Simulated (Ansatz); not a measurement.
# What each rung costs, and what it gives

Saddle point of CH$_{4}$OSi, closed shell (CH₄OSi ([CH3][Si][OH]) → CH₄OSi ([CH3][SiH][O]); bonds formed: H1–Si3; bonds broken: H1–O2), PBE0-D4/def2-TZVP structure:

```xyz
7
angstrom
H -0.1986 -2.2992 -0.7538
O -1.2828 -1.6155 -0.0052
Si 0.0557 -0.8491 -0.3300
C 0.3210 0.9263 0.1944
H 1.2173 1.0224 0.8136
H -0.5587 1.2455 0.7626
H 0.4461 1.5697 -0.6815
```

Barriers are electronic and count from the start structure reached by relaxing down the imaginary mode.

Program: Ansatz 0.2.0. Basis: as named in each row. Cores are frozen in the correlated methods. B3LYP uses VWN-RPA correlation. Extrapolation: Hartree–Fock as exp(−7.88 √X), correlation as X^−2.97.

Times are rough, for one single point on 2 threads of a shared host (Arm Neoverse V1).

The estimate by CCSD(T) at an estimated basis limit (MP2 extrapolated from triple and quadruple zeta, plus CCSD(T) − MP2 in triple zeta) is 240.7 kJ/mol.

| method | basis | time (s) | barrier (kJ/mol) | method less estimate |
| --- | --- | --- | --- | --- |
| HF | STO-3G | under 1 | 562.7 | 322.0 |
| PBE-D4 | STO-3G | under 1 | 267.0 | 26.3 |
| SPW92 | def2-SVP | under 1 | 210.1 | -30.6 |
| B3LYP-D4 | 6-31G | under 1 | 290.7 | 50.0 |
| PBE-D4 | def2-SVP | under 1 | 214.5 | -26.2 |
| PBE0-D4 | def2-SVP | under 1 | 251.9 | 11.1 |
| SPW92 | def2-TZVPP | under 1 | 198.2 | -42.5 |
| CCSD(T) | def2-SVP | 1 | 262.7 | 22.0 |
| PBE-D4 | def2-TZVPP | 1 | 203.4 | -37.3 |
| BLYP-D4 | def2-TZVPP | 1 | 210.3 | -30.4 |
| BHLYP-D4 | def2-TZVPP | 2 | 277.0 | 36.2 |
| PBE0-D4 | def2-TZVPP | 2 | 237.6 | -3.1 |
| B3LYP-D4 | def2-TZVPP | 2 | 237.7 | -3.0 |
| CAM-B3LYP-D4 | def2-TZVPP | 2 | 250.4 | 9.7 |
| r2SCAN-D4 | def2-TZVPP | 3 | 216.1 | -24.7 |
| wB97M-V | def2-SVP | 3 | 267.9 | 27.2 |
| B2PLYP | def2-TZVPP | 3 | 232.5 | -8.2 |
| r2SCAN0-D4 | def2-TZVPP | 3 | 244.6 | 3.9 |
| PBE-QIDH | def2-TZVPP | 4 | 246.6 | 5.9 |
| RPA on PBE | def2-TZVPP | 4 | 236.5 | -4.2 |
| wB97X-V | def2-TZVPP | 6 | 252.0 | 11.3 |
| wB97M-V | def2-TZVPP | 6 | 253.0 | 12.3 |
| B97M-V | def2-TZVPP | 6 | 231.1 | -9.6 |
| MP2 | def2-QZVPP | 11 | 224.2 | -16.5 |
| CCSD(T) | def2-TZVPP | 21 | 245.3 | 4.6 |

All methods are single points on the PBE0-D4 structures.

The T1 diagnostic stays at or below 0.026. The T1 diagnostic is large here, which may signal multireference character or strong orbital relaxation, so CCSD(T) is less sure. The restricted Hartree–Fock reference is unstable towards an unrestricted one at one or more of these structures.

Labels in which every atom is bracketed show which atoms are joined, not bond orders.
